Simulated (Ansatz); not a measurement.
Two structures of CH$_{5}$AlS, singlet, reached by relaxing down either side of one saddle point (PBE0-D4/def2-TZVP). Energies are electronic, without zero-point energy. Program: Ansatz 0.2.0. Basis: def2-TZVPP and def2-QZVPP. Cores are frozen in the correlated methods. Extrapolation: Hartree–Fock as exp(−7.88 √X), correlation as X^−2.97. First:

| atom | x (Å) | y (Å) | z (Å) |
| --- | --- | --- | --- |
| Al1 | -0.8837 | 0.2083 | 0.2759 |
| C2 | 1.0425 | 0.0300 | 0.4880 |
| S3 | -1.8757 | -0.3012 | -1.6066 |
| H4 | -0.7366 | -0.6579 | -2.2241 |
| H5 | -1.8531 | 0.7208 | 1.4171 |
| H6 | 1.5422 | -0.3382 | -0.4105 |
| H7 | 1.4892 | 0.9943 | 0.7514 |
| H8 | 1.2754 | -0.6562 | 1.3088 |

Second:

Al1  (-1.921, 0.264, 0.042)
C2  (1.200, -0.139, 0.051)
S3  (-2.535, -0.274, -1.786)
H4  (0.549, -0.344, -0.804)
H5  (-1.589, 0.716, 1.507)
H6  (2.223, -0.373, -0.245)
H7  (1.146, 0.914, 0.333)
H8  (0.927, -0.764, 0.902)
(Å)

(1) Which bonds change from the first to the second?

(2) Give the saddle point's structure and its height above each. (Judge from chemistry; the value comes from the calculation.)

T1 diagnostic: at most 0.019.

## Answers

(1) CH₅AlS ([CH3][AlH][SH]) → AlHS ([AlH][S]) + CH₄; bonds formed: C2–H4; bonds broken: Al1–C2, S3–H4.

(2) By the calculation: 2.003 eV above the first and 1.110 eV above the second (CCSD(T) at an estimated basis limit (MP2 extrapolated from triple and quadruple zeta, plus CCSD(T) − MP2 in triple zeta)).
Al1  (-1.230, 0.226, 0.196)
C2  (0.859, -0.072, 0.116)
S3  (-1.633, -0.377, -1.742)
H4  (-0.036, -0.314, -0.945)
H5  (-1.661, 0.759, 1.612)
H6  (1.595, -0.418, -0.616)
H7  (1.164, 0.941, 0.402)
H8  (0.944, -0.745, 0.976)
(Å)

Labels in which every atom is bracketed show which atoms are joined, not bond orders.

For scale, one of the runs: CCSD(T)/def2-TZVPP, 185 basis functions, launched by `ansatz run in.yaml --threads 2 --pin off --events-out ev --progress --plain --max-ram 4352MiB`. The run took 36 s on 2 CPU threads of an Arm Neoverse V2 (shared host), with 1.7 GiB of host memory at its peak.
